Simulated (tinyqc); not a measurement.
Worked calculation (part 1 of 2): RHF in the sto-6g basis, for NH3, spin multiplicity 1. Computed by tinyqc, a small Python program that keeps every step (integrals from PySCF). Settings: charge = 0, multiplicity = 1, basis = sto-6g, energy threshold = 1e-08, iteration cap = 60, orthogonalisation = canonical, start = core, DIIS depth = 0, shift = 0.2, method = RHF. Command: `OMP_NUM_THREADS=1 python tinyqc.py 23697 23698 out.jsonl` (the two numbers bound the seeds that draw the settings). One thread of a shared host (Intel(R) Xeon(R) Processor @ 2.60GHz), about 0.2 s of CPU time with the checks. Later iterations appear only in the table of the cycle.

## One-electron integrals

Geometry (angstrom):
```
atom          x          y         z
N      0.000000   0.000000  0.405000
H      1.114000   0.000000  0.000000
H     -0.557000   0.965000  0.000000
H     -0.557000  -0.965000  0.000000
```

Basis sto-6g: exponents (1/bohr^2) and contraction coefficients of normalised primitives:
```
element  l (shell)     exponent  coefficient
N            s (1)  1027.828458     0.009164
N            s (1)   188.451223     0.049361
N            s (1)    52.721861     0.168538
N            s (1)    18.111382     0.370563
N            s (1)     7.033180     0.416492
N            s (1)     2.896652     0.130334
N            s (2)    39.198808    -0.013253
N            s (2)     7.758467    -0.046992
N            s (2)     2.411326    -0.033785
N            s (2)     0.927724     0.250242
N            s (2)     0.402911     0.595117
N            s (2)     0.184684     0.240706
N            p (3)    39.198808     0.003760
N            p (3)     7.758467     0.037679
N            p (3)     2.411326     0.173897
N            p (3)     0.927724     0.418036
N            p (3)     0.402911     0.425860
N            p (3)     0.184684     0.101708
H            s (1)    35.523221     0.009164
H            s (1)     6.513144     0.049361
H            s (1)     1.822143     0.168538
H            s (1)     0.625955     0.370563
H            s (1)     0.243077     0.416492
H            s (1)     0.100112     0.130334
```

Overlap, kinetic and nuclear-attraction integrals over the contracted functions; the nuclear repulsion is the sum of Za Zb / Rab.

nuclear repulsion = 10.19676510 hartree

overlap S, order 1N 1s, 1N 2s, 1N 2px, 1N 2py, 1N 2pz, 2H 1s, 3H 1s, 4H 1s:
```
[[1.000000, 0.229416, 0.000000, 0.000000, 0.000000, 0.040476, 0.040457, 0.040457],
 [0.229416, 1.000000, 0.000000, 0.000000, 0.000000, 0.394278, 0.394167, 0.394167],
 [0.000000, 0.000000, 1.000000, 0.000000, 0.000000, 0.352595, -0.176231, -0.176231],
 [0.000000, 0.000000, 0.000000, 1.000000, 0.000000, 0.000000, 0.305319, -0.305319],
 [0.000000, 0.000000, 0.000000, 0.000000, 1.000000, -0.128188, -0.128139, -0.128139],
 [0.040476, 0.394278, 0.352595, 0.000000, -0.128188, 1.000000, 0.134109, 0.134109],
 [0.040457, 0.394167, -0.176231, 0.305319, -0.128139, 0.134109, 1.000000, 0.134030],
 [0.040457, 0.394167, -0.176231, -0.305319, -0.128139, 0.134109, 0.134030, 1.000000]]
```

kinetic energy T (hartree), order 1N 1s, 1N 2s, 1N 2px, 1N 2py, 1N 2pz, 2H 1s, 3H 1s, 4H 1s:
```
[[22.236411, -0.678745, 0.000000, 0.000000, 0.000000, -0.007672, -0.007673, -0.007673],
 [-0.678745, 0.632900, 0.000000, 0.000000, 0.000000, 0.063125, 0.063069, 0.063069],
 [0.000000, 0.000000, 1.901294, 0.000000, 0.000000, 0.167860, -0.083867, -0.083867],
 [0.000000, 0.000000, 0.000000, 1.901294, 0.000000, 0.000000, 0.145299, -0.145299],
 [0.000000, 0.000000, 0.000000, 0.000000, 1.901294, -0.061026, -0.060980, -0.060980],
 [-0.007672, 0.063125, 0.167860, 0.000000, -0.061026, 0.768522, -0.010813, -0.010813],
 [-0.007673, 0.063069, -0.083867, 0.145299, -0.060980, -0.010813, 0.768522, -0.010819],
 [-0.007673, 0.063069, -0.083867, -0.145299, -0.060980, -0.010813, -0.010819, 0.768522]]
```

nuclear attraction V (hartree), order 1N 1s, 1N 2s, 1N 2px, 1N 2py, 1N 2pz, 2H 1s, 3H 1s, 4H 1s:
```
[[-48.012636, -4.954280, -0.000006, 0.000000, 0.012522, -0.993162, -0.992696, -0.992696],
 [-4.954280, -8.152718, -0.000061, 0.000000, 0.144037, -2.547461, -2.546578, -2.546578],
 [-0.000006, -0.000061, -8.182452, 0.000000, 0.000022, -2.063202, 1.031112, 1.031112],
 [0.000000, 0.000000, 0.000000, -8.182454, 0.000000, 0.000000, -1.786427, 1.786427],
 [0.012522, 0.144037, 0.000022, 0.000000, -8.092299, 0.783631, 0.783277, 0.783277],
 [-0.993162, -2.547461, -2.063202, 0.000000, 0.783631, -4.867070, -0.719277, -0.719277],
 [-0.992696, -2.546578, 1.031112, -1.786427, 0.783277, -0.719277, -4.866532, -0.718844],
 [-0.992696, -2.546578, 1.031112, 1.786427, 0.783277, -0.719277, -0.718844, -4.866532]]
```

core Hamiltonian H = T + V (hartree), order 1N 1s, 1N 2s, 1N 2px, 1N 2py, 1N 2pz, 2H 1s, 3H 1s, 4H 1s:
```
[[-25.776225, -5.633025, -0.000006, 0.000000, 0.012522, -1.000834, -1.000368, -1.000368],
 [-5.633025, -7.519818, -0.000061, 0.000000, 0.144037, -2.484336, -2.483509, -2.483509],
 [-0.000006, -0.000061, -6.281158, 0.000000, 0.000022, -1.895342, 0.947245, 0.947245],
 [0.000000, 0.000000, 0.000000, -6.281160, 0.000000, 0.000000, -1.641128, 1.641128],
 [0.012522, 0.144037, 0.000022, 0.000000, -6.191005, 0.722605, 0.722296, 0.722296],
 [-1.000834, -2.484336, -1.895342, 0.000000, 0.722605, -4.098548, -0.730091, -0.730091],
 [-1.000368, -2.483509, 0.947245, -1.641128, 0.722296, -0.730091, -4.098009, -0.729662],
 [-1.000368, -2.483509, 0.947245, 1.641128, 0.722296, -0.730091, -0.729662, -4.098009]]
```

## Two-electron integrals

Functions are numbered as in S; the eight-fold symmetry (ij|kl) = (ji|kl) = (kl|ij) leaves the list below.

Two-electron integrals (ij|kl) in chemists' order, unique and non-zero (hartree):
```
(11|11) 4.168742    (21|11) 0.583648    (21|21) 0.104114    (22|11) 0.968487
(22|21) 0.214450    (22|22) 0.708398    (31|31) 0.022075    (32|31) 0.033611
(32|32) 0.156576    (33|11) 0.968488    (33|21) 0.214450    (33|22) 0.708398
(33|33) 0.763241    (41|41) 0.022075    (42|41) 0.033611    (42|42) 0.156576
(43|43) 0.041133    (44|11) 0.968488    (44|21) 0.214450    (44|22) 0.708398
(44|33) 0.680975    (44|44) 0.763241    (51|51) 0.022075    (52|51) 0.033611
(52|52) 0.156576    (53|53) 0.041133    (54|54) 0.041133    (55|11) 0.968488
(55|21) 0.214450    (55|22) 0.708398    (55|33) 0.680975    (55|44) 0.680975
(55|55) 0.763241    (61|11) 0.109443    (61|21) 0.018731    (61|22) 0.037800
(61|31) 0.000989    (61|32) 0.001944    (61|33) 0.037971    (61|44) 0.037696
(61|51) -0.000360   (61|52) -0.000707   (61|53) -0.000100   (61|55) 0.037733
(61|61) 0.003447    (62|11) 0.279840    (62|21) 0.062885    (62|22) 0.231203
(62|31) 0.005317    (62|32) 0.039883    (62|33) 0.239066    (62|44) 0.226438
(62|51) -0.001933   (62|52) -0.014500   (62|53) -0.004591   (62|55) 0.228107
(62|61) 0.011490    (62|62) 0.098948    (63|11) 0.214727    (63|21) 0.048896
(63|22) 0.191052    (63|31) 0.010159    (63|32) 0.067972    (63|33) 0.207680
(63|44) 0.182092    (63|51) -0.001285   (63|52) -0.011036   (63|53) -0.006429
(63|55) 0.183384    (63|61) 0.009318    (63|62) 0.098126    (63|63) 0.108324
(64|41) 0.006623    (64|42) 0.037617    (64|43) 0.007904    (64|54) -0.002874
(64|64) 0.012582    (65|11) -0.078065   (65|21) -0.017776   (65|22) -0.069458
(65|31) -0.001285   (65|32) -0.011036   (65|33) -0.069756   (65|44) -0.066200
(65|51) 0.007091    (65|52) 0.041629    (65|53) 0.009197    (65|55) -0.072417
(65|61) -0.003388   (65|62) -0.035674   (65|63) -0.034808   (65|65) 0.025237
(66|11) 0.439571    (66|21) 0.100588    (66|22) 0.422793    (66|31) 0.010326
(66|32) 0.106431    (66|33) 0.454473    (66|44) 0.403590    (66|51) -0.003754
(66|52) -0.038693   (66|53) -0.018499   (66|55) 0.410316    (66|61) 0.018578
(66|62) 0.234897    (66|63) 0.260610    (66|65) -0.094746   (66|66) 0.774999
(71|11) 0.109392    (71|21) 0.018722    (71|22) 0.037783    (71|31) -0.000494
(71|32) -0.000971   (71|33) 0.037748    (71|41) 0.000856    (71|42) 0.001683
(71|43) -0.000119   (71|44) 0.037885    (71|51) -0.000359   (71|52) -0.000706
(71|53) 0.000050    (71|54) -0.000087   (71|55) 0.037715    (71|61) 0.003373
(71|62) 0.010955    (71|63) 0.008326    (71|64) 0.000330    (71|65) -0.003234
(71|66) 0.017470    (71|71) 0.003444    (72|11) 0.279742    (72|21) 0.062864
(72|22) 0.231128    (72|31) -0.002657   (72|32) -0.019932   (72|33) 0.229518
(72|41) 0.004603    (72|42) 0.034533    (72|43) -0.005466   (72|44) 0.235833
(72|51) -0.001932   (72|52) -0.014493   (72|53) 0.002294    (72|54) -0.003975
(72|55) 0.228031    (72|61) 0.010956    (72|62) 0.074039    (72|63) 0.056969
(72|64) 0.008348    (72|65) -0.025967   (72|66) 0.138343    (72|71) 0.011481
(72|72) 0.098888    (73|11) -0.107315   (73|21) -0.024437   (73|22) -0.095484
(73|31) 0.007504    (73|32) 0.045187    (73|33) -0.100128   (73|41) -0.001530
(73|42) -0.013140   (73|43) 0.008960    (73|44) -0.094673   (73|51) 0.000642
(73|52) 0.005515    (73|53) -0.003760   (73|54) 0.001539    (73|55) -0.091652
(73|61) -0.003877   (73|62) -0.021253   (73|63) -0.008172   (73|64) -0.001744
(73|65) 0.007315    (73|66) -0.031997   (73|71) -0.004655   (73|72) -0.049028
(73|73) 0.036490    (74|11) 0.185922    (74|21) 0.042337    (74|22) 0.165426
(74|31) -0.001530   (74|32) -0.013140   (74|33) 0.159784    (74|41) 0.009272
(74|42) 0.060367    (74|43) -0.007617   (74|44) 0.177708    (74|51) -0.001113
(74|52) -0.009554   (74|53) 0.001539    (74|54) -0.005538   (74|55) 0.158787
(74|61) 0.007377    (74|62) 0.053517    (74|63) 0.040992    (74|64) 0.014483
(74|65) -0.018400   (74|66) 0.100969    (74|71) 0.008065    (74|72) 0.084941
(74|73) -0.041434   (74|74) 0.084358    (75|11) -0.078029   (75|21) -0.017768
(75|22) -0.069428   (75|31) 0.000642    (75|32) 0.005515    (75|33) -0.067060
(75|41) -0.001113   (75|42) -0.009554   (75|43) 0.001539    (75|44) -0.068838
(75|51) 0.007088    (75|52) 0.041613    (75|53) -0.004596   (75|54) 0.007962
(75|55) -0.072386   (75|61) -0.003235   (75|62) -0.025964   (75|63) -0.019589
(75|64) -0.002863   (75|65) 0.017852    (75|66) -0.051931   (75|71) -0.003385
(75|72) -0.035649   (75|73) 0.017389    (75|74) -0.030127   (75|75) 0.025218
(76|11) 0.075308    (76|21) 0.017054    (76|22) 0.066845    (76|31) 0.000574
(76|32) 0.004899    (76|33) 0.066888    (76|41) 0.000995    (76|42) 0.008487
(76|43) 0.000341    (76|44) 0.067282    (76|51) -0.000835   (76|52) -0.007124
(76|53) -0.000858   (76|54) -0.001486   (76|55) 0.066366    (76|61) 0.003066
(76|62) 0.027116    (76|63) 0.024976    (76|64) 0.002796    (76|65) -0.010840
(76|66) 0.063567    (76|71) 0.003064    (76|72) 0.027109    (76|73) -0.010063
(76|74) 0.023025    (76|75) -0.010836   (76|76) 0.009272    (77|11) 0.439501
(77|21) 0.100572    (77|22) 0.422737    (77|31) -0.005161   (77|32) -0.053196
(77|33) 0.416252    (77|41) 0.008941    (77|42) 0.092162    (77|43) -0.022026
(77|44) 0.441699    (77|51) -0.003752   (77|52) -0.038680   (77|53) 0.009244
(77|54) -0.016016   (77|55) 0.410260    (77|61) 0.017476    (77|62) 0.138371
(77|63) 0.103453    (77|64) 0.022768    (77|65) -0.051944   (77|66) 0.273008
(77|71) 0.018567    (77|72) 0.234814    (77|73) -0.130244   (77|74) 0.225648
(77|75) -0.094702   (77|76) 0.063567    (77|77) 0.774999    (81|11) 0.109392
(81|21) 0.018722    (81|22) 0.037783    (81|31) -0.000494   (81|32) -0.000971
(81|33) 0.037748    (81|41) -0.000856   (81|42) -0.001683   (81|43) 0.000119
(81|44) 0.037885    (81|51) -0.000359   (81|52) -0.000706   (81|53) 0.000050
(81|54) 0.000087    (81|55) 0.037715    (81|61) 0.003373    (81|62) 0.010955
(81|63) 0.008326    (81|64) -0.000330   (81|65) -0.003234   (81|66) 0.017470
(81|71) 0.003372    (81|72) 0.010951    (81|73) -0.004446   (81|74) 0.007044
(81|75) -0.003233   (81|76) 0.002952    (81|77) 0.017467    (81|81) 0.003444
(82|11) 0.279742    (82|21) 0.062864    (82|22) 0.231128    (82|31) -0.002657
(82|32) -0.019932   (82|33) 0.229518    (82|41) -0.004603   (82|42) -0.034533
(82|43) 0.005466    (82|44) 0.235833    (82|51) -0.001932   (82|52) -0.014493
(82|53) 0.002294    (82|54) 0.003975    (82|55) 0.228031    (82|61) 0.010956
(82|62) 0.074039    (82|63) 0.056969    (82|64) -0.008348   (82|65) -0.025967
(82|66) 0.138343    (82|71) 0.010951    (82|72) 0.074012    (82|73) -0.035695
(82|74) 0.045154    (82|75) -0.025954   (82|76) 0.021177    (82|77) 0.138318
(82|81) 0.011481    (82|82) 0.098888    (83|11) -0.107315   (83|21) -0.024437
(83|22) -0.095484   (83|31) 0.007504    (83|32) 0.045187    (83|33) -0.100128
(83|41) 0.001530    (83|42) 0.013140    (83|43) -0.008960   (83|44) -0.094673
(83|51) 0.000642    (83|52) 0.005515    (83|53) -0.003760   (83|54) -0.001539
(83|55) -0.091652   (83|61) -0.003877   (83|62) -0.021253   (83|63) -0.008172
(83|64) 0.001744    (83|65) 0.007315    (83|66) -0.031997   (83|71) -0.004446
(83|72) -0.035695   (83|73) 0.025796    (83|74) -0.021358   (83|75) 0.012268
(83|76) -0.007780   (83|77) -0.071405   (83|81) -0.004655   (83|82) -0.049028
(83|83) 0.036490    (84|11) -0.185922   (84|21) -0.042337   (84|22) -0.165426
(84|31) 0.001530    (84|32) 0.013140    (84|33) -0.159784   (84|41) 0.009272
(84|42) 0.060367    (84|43) -0.007617   (84|44) -0.177708   (84|51) 0.001113
(84|52) 0.009554    (84|53) -0.001539   (84|54) -0.005538   (84|55) -0.158787
(84|61) -0.007377   (84|62) -0.053517   (84|63) -0.040992   (84|64) 0.014483
(84|65) 0.018400    (84|66) -0.100969   (84|71) -0.007044   (84|72) -0.045154
(84|73) 0.021358    (84|74) -0.019506   (84|75) 0.015530    (84|76) -0.013480
(84|77) -0.078195   (84|81) -0.008065   (84|82) -0.084941   (84|83) 0.041434
(84|84) 0.084358    (85|11) -0.078029   (85|21) -0.017768   (85|22) -0.069428
(85|31) 0.000642    (85|32) 0.005515    (85|33) -0.067060   (85|41) 0.001113
(85|42) 0.009554    (85|43) -0.001539   (85|44) -0.068838   (85|51) 0.007088
(85|52) 0.041613    (85|53) -0.004596   (85|54) -0.007962   (85|55) -0.072386
(85|61) -0.003235   (85|62) -0.025964   (85|63) -0.019589   (85|64) 0.002863
(85|65) 0.017852    (85|66) -0.051931   (85|71) -0.003233   (85|72) -0.025954
(85|73) 0.012268    (85|74) -0.015530   (85|75) 0.017844    (85|76) -0.008208
(85|77) -0.051919   (85|81) -0.003385   (85|82) -0.035649   (85|83) 0.017389
(85|84) 0.030127    (85|85) 0.025218    (86|11) 0.075308    (86|21) 0.017054
(86|22) 0.066845    (86|31) 0.000574    (86|32) 0.004899    (86|33) 0.066888
(86|41) -0.000995   (86|42) -0.008487   (86|43) -0.000341   (86|44) 0.067282
(86|51) -0.000835   (86|52) -0.007124   (86|53) -0.000858   (86|54) 0.001486
(86|55) 0.066366    (86|61) 0.003066    (86|62) 0.027116    (86|63) 0.024976
(86|64) -0.002796   (86|65) -0.010840   (86|66) 0.063567    (86|71) 0.002952
(86|72) 0.021177    (86|73) -0.007780   (86|74) 0.013480    (86|75) -0.008208
(86|76) 0.007413    (86|77) 0.040404    (86|81) 0.003064    (86|82) 0.027109
(86|83) -0.010063   (86|84) -0.023025   (86|85) -0.010836   (86|86) 0.009272
(87|11) 0.075264    (87|21) 0.017044    (87|22) 0.066806    (87|31) -0.001147
(87|32) -0.009791   (87|33) 0.067438    (87|44) 0.066652    (87|51) -0.000834
(87|52) -0.007119   (87|53) 0.001714    (87|55) 0.066327    (87|61) 0.002952
(87|62) 0.021172    (87|63) 0.015559    (87|65) -0.008207   (87|66) 0.040386
(87|71) 0.003062    (87|72) 0.027091    (87|73) -0.014893   (87|74) 0.020217
(87|75) -0.010829   (87|76) 0.007409    (87|77) 0.063523    (87|81) 0.003062
(87|82) 0.027091    (87|83) -0.014893   (87|84) -0.020217   (87|85) -0.010829
(87|86) 0.007409    (87|87) 0.009260    (88|11) 0.439501    (88|21) 0.100572
(88|22) 0.422737    (88|31) -0.005161   (88|32) -0.053196   (88|33) 0.416252
(88|41) -0.008941   (88|42) -0.092162   (88|43) 0.022026    (88|44) 0.441699
(88|51) -0.003752   (88|52) -0.038680   (88|53) 0.009244    (88|54) 0.016016
(88|55) 0.410260    (88|61) 0.017476    (88|62) 0.138371    (88|63) 0.103453
(88|64) -0.022768   (88|65) -0.051944   (88|66) 0.273008    (88|71) 0.017467
(88|72) 0.138318    (88|73) -0.071405   (88|74) 0.078195    (88|75) -0.051919
(88|76) 0.040404    (88|77) 0.272957    (88|81) 0.018567    (88|82) 0.234814
(88|83) -0.130244   (88|84) -0.225648   (88|85) -0.094702   (88|86) 0.063567
(88|87) 0.063523    (88|88) 0.774999
```

## Orthogonalisation

S = U s U^T; canonical form X = U s^(-1/2), so that X^T S X = 1. Each column of U has its largest component positive (the first on a tie).

eigenvalues of S: [0.377993, 0.495970, 0.496029, 0.923580, 1.060189, 1.369895, 1.369941, 1.906403]

X, order 1N 1s, 1N 2s, 1N 2px, 1N 2py, 1N 2pz, 2H 1s, 3H 1s, 4H 1s:
```
[[-0.332557, 0.000233, 0.000000, 0.743305, 0.616513, -0.000067, 0.000000, 0.153554],
 [1.202047, -0.000593, 0.000000, -0.177366, 0.219129, -0.000111, 0.000000, 0.442846],
 [0.000614, 0.923792, 0.000000, -0.000025, 0.000029, 0.648855, 0.000000, 0.000095],
 [0.000000, 0.000000, 0.923802, 0.000000, 0.000000, 0.000000, 0.648811, 0.000000],
 [-0.350908, 0.000136, 0.000000, -0.667778, 0.692705, 0.000007, 0.000000, -0.131334],
 [-0.568296, -0.880187, 0.000000, -0.132696, -0.108415, 0.453786, 0.000000, 0.309713],
 [-0.567427, 0.440528, -0.762431, -0.132752, -0.108461, -0.226989, 0.393067, 0.309585],
 [-0.567427, 0.440528, 0.762431, -0.132752, -0.108461, -0.226989, -0.393067, 0.309585]]
```

## Starting guess

The start is the orbitals of the core Hamiltonian; D = 2 C_occ C_occ^T.

D at the start, order 1N 1s, 1N 2s, 1N 2px, 1N 2py, 1N 2pz, 2H 1s, 3H 1s, 4H 1s:
```
[[2.128135, -0.595997, -0.000024, 0.000000, 0.037490, 0.073906, 0.073880, 0.073880],
 [-0.595997, 2.751313, 0.000164, 0.000000, -0.227559, -0.324787, -0.324661, -0.324661],
 [-0.000024, 0.000164, 2.319841, 0.000000, -0.000065, -0.378130, 0.188974, 0.188974],
 [0.000000, 0.000000, 0.000000, 2.319819, 0.000000, 0.000000, -0.327400, 0.327400],
 [0.037490, -0.227559, -0.000065, 0.000000, 2.078907, 0.130937, 0.130873, 0.130873],
 [0.073906, -0.324787, -0.378130, 0.000000, 0.130937, 0.105234, 0.012785, 0.012785],
 [0.073880, -0.324661, 0.188974, -0.327400, 0.130873, 0.012785, 0.105175, 0.012763],
 [0.073880, -0.324661, 0.188974, 0.327400, 0.130873, 0.012785, 0.012763, 0.105175]]
```

## Iteration 1: building the Fock matrix

J_ij = sum D_kl (ij|kl), K_ij = sum D_kl (ik|jl); F = H + J - 0.5 K; E = tr D H + tr D J / 2 - 0.25 tr D K + E_nn.

Coulomb J (hartree), order 1N 1s, 1N 2s, 1N 2px, 1N 2py, 1N 2pz, 2H 1s, 3H 1s, 4H 1s:
```
[[16.447042, 2.942810, 0.000001, 0.000000, -0.002803, 0.532315, 0.532067, 0.532067],
 [2.942810, 7.731007, -0.000004, 0.000000, 0.004144, 2.434229, 2.433423, 2.433423],
 [0.000001, -0.000004, 7.729064, 0.000000, 0.000002, 1.970546, -0.984844, -0.984844],
 [0.000000, 0.000000, 0.000000, 7.729066, 0.000000, 0.000000, 1.706236, -1.706236],
 [-0.002803, 0.004144, 0.000002, 0.000000, 7.734888, -0.714727, -0.714415, -0.714415],
 [0.532315, 2.434229, 1.970546, 0.000000, -0.714727, 4.253169, 0.689509, 0.689509],
 [0.532067, 2.433423, -0.984844, 1.706236, -0.714415, 0.689509, 4.252600, 0.689104],
 [0.532067, 2.433423, -0.984844, -1.706236, -0.714415, 0.689509, 0.689104, 4.252600]]
```

exchange K (hartree), order 1N 1s, 1N 2s, 1N 2px, 1N 2py, 1N 2pz, 2H 1s, 3H 1s, 4H 1s:
```
[[8.621547, 1.381962, 0.000000, 0.000000, -0.000842, 0.269248, 0.269125, 0.269125],
 [1.381962, 2.479525, -0.000003, 0.000000, 0.000231, 0.669202, 0.668965, 0.668965],
 [0.000000, -0.000003, 2.061300, 0.000000, 0.000004, 0.405393, -0.202605, -0.202605],
 [0.000000, 0.000000, 0.000000, 2.061304, 0.000000, 0.000000, 0.351009, -0.351009],
 [-0.000842, 0.000231, 0.000004, 0.000000, 2.068928, -0.146136, -0.146067, -0.146067],
 [0.269248, 0.669202, 0.405393, 0.000000, -0.146136, 0.305286, 0.155012, 0.155012],
 [0.269125, 0.668965, -0.202605, 0.351009, -0.146067, 0.155012, 0.305095, 0.154931],
 [0.269125, 0.668965, -0.202605, -0.351009, -0.146067, 0.155012, 0.154931, 0.305095]]
```

Fock matrix F (hartree), order 1N 1s, 1N 2s, 1N 2px, 1N 2py, 1N 2pz, 2H 1s, 3H 1s, 4H 1s:
```
[[-13.639956, -3.381196, -0.000005, 0.000000, 0.010140, -0.603142, -0.602864, -0.602864],
 [-3.381196, -1.028573, -0.000064, 0.000000, 0.148065, -0.384707, -0.384568, -0.384568],
 [-0.000005, -0.000064, 0.417256, 0.000000, 0.000022, -0.127493, 0.063703, 0.063703],
 [0.000000, 0.000000, 0.000000, 0.417253, 0.000000, 0.000000, -0.110397, 0.110397],
 [0.010140, 0.148065, 0.000022, 0.000000, 0.509419, 0.080945, 0.080915, 0.080915],
 [-0.603142, -0.384707, -0.127493, 0.000000, 0.080945, 0.001978, -0.118088, -0.118088],
 [-0.602864, -0.384568, 0.063703, -0.110397, 0.080915, -0.118088, 0.002043, -0.118024],
 [-0.602864, -0.384568, 0.063703, 0.110397, 0.080915, -0.118088, -0.118024, 0.002043]]
```

total energy of this density = -53.33735553 hartree
